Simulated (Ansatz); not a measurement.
## Ge, diamond: geometry optimisation

The calculation used DFT, r2SCAN, plane waves (500 eV) with PAW, scalar-relativistic (Ansatz). (PAW data from PBE, frozen cores regenerated.)

k-point mesh 5×5×5, Fermi-Dirac smearing 0.05 eV, no spin polarisation. Cell and atoms relax.

Starting structure:

```yaml
crystal:
  lattice:
    - [0.00000, 2.82868, 2.82868]
    - [2.82868, 0.00000, 2.82868]
    - [2.82868, 2.82868, 0.00000]
  atoms:
    - { symbol: Ge, position: [0.50000, 0.50000, 0.50000] }
    - { symbol: Ge, position: [0.75000, 0.75000, 0.75000] }
```

What cell does the relaxation end in?

Fd-3m with a = 5.672 Å; 22.81 Å³ per atom against 22.63 at the start (0.8 %).

How much energy does the relaxation gain?

0.3 meV per atom.

Path of the relaxation (the plane waves are chosen anew near the end, which can shift the energy a little):

| step | E − E(final) (meV/atom) | V (Å³/atom) | P (GPa) | max force (eV/Å) |
| --- | --- | --- | --- | --- |
| 0 | 0.30 | 22.633 | 0.57 | 0.000 |
| 1 | 0.05 | 22.786 | 0.08 | 0.000 |
| 2 | 0.05 | 22.810 | 0.00 | 0.000 |
| 3 | 0.00 | 22.810 | 0.00 | 0.000 |
